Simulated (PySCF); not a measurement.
Compound: C₄H₆O₂.
Geometry (GFN2-xTB, Å), atoms numbered from 1 in this order:
```xyz
12
C4H6O2 angstrom
C      1.6447    0.3582    0.1214
C      0.3808   -0.0448    0.0020
C      0.0129   -1.4226    0.3632
O     -1.1060   -1.8732    0.3282
C     -0.7358    0.8410   -0.5056
O     -1.8694    0.8341    0.3179
H      1.9470    1.3622   -0.1240
H      2.4178   -0.3085    0.4680
H      0.8689   -2.0457    0.6845
H     -0.3995    1.8792   -0.5608
H     -0.9965    0.5047   -1.5241
H     -2.1636   -0.0852    0.4033
```

Computed, not measured: PySCF 2.14.0, density-fitted response routines, TDDFT B3LYP/def2-SVPD, vertical, gas phase, core orbitals frozen in the response.

Ground-to-excited transition dipoles (e·a0, same axes as the geometry; the sign carries no meaning), for the states with f of 0.002 or more among the lowest 8:

| state | E (eV) | μx | μy | μz |
| --- | --- | --- | --- | --- |
| S3 | 5.767 | 0.959 | 0.657 | -0.037 |
| S4 | 6.428 | 0.556 | 0.634 | -0.094 |
| S5 | 6.659 | 0.155 | 0.071 | 0.016 |
| S6 | 7.016 | -0.100 | 0.035 | -0.120 |
| S7 | 7.127 | -0.295 | 0.125 | -0.150 |
| S8 | 7.389 | -0.136 | 0.002 | -0.085 |

(1) Work out the oscillator strengths.

(2) Which bond between heavy atoms lies closest to the direction of the S3 transition dipole?

(3) What angle do the transition dipoles of S3 and S7 make?

(4) What peak molar absorption coefficient would the strongest computed level give as a lone Gaussian band 0.5 eV wide at half height?

Results:

(1) f = (2/3) ΔE |μ|² with ΔE in hartree (27.2114 eV).

```
state  |μ|² (au)  |μ| (D)      f
   S3      1.353     2.96  0.191
   S4      0.720     2.16  0.113
   S5      0.029     0.43  0.005
   S6      0.026     0.41  0.004
   S7      0.126     0.90  0.022
   S8      0.026     0.41  0.005
```

(2) C3–O4, at 13° from it; next C1–C2 at 18°.

(3) |cos θ| = |μa·μb| / (|μa| |μb|) = 0.47, so θ ≈ 62° (taken between 0 and 90°, since the signs are arbitrary).

(4) ε(max) = 2.175×10⁸ f / FWHM, with the width in cm⁻¹. S3: 2.175×10⁸ × 0.1911 / 4033 ≈ 10000 L mol⁻¹ cm⁻¹.

One conformer stands for the species.
